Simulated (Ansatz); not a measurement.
A structure relaxed at PBE0-D4/def2-TZVP, charge 0, multiplicity 1:

Cartesian coordinates in Å:
```
B -0.361 -0.400 0.286
C 0.539 0.598 -0.427
N 1.222 1.355 -0.968
H 0.127 -1.372 0.766
H -1.528 -0.182 0.344
```

(1) Give its formula and SMILES.

(2) Point group (tolerance 0.08 Å, 0.16 Å for H)?

(3) Summarise the bond lengths by kind.

Answers

(1) CH2BN, `BC#N`.

(2) C2v.

(3) 1 × B–C 1.522 Å; 2 × B–H 1.189 Å; 1 × C–N 1.154 Å.

Program: Ansatz 0.2.0.
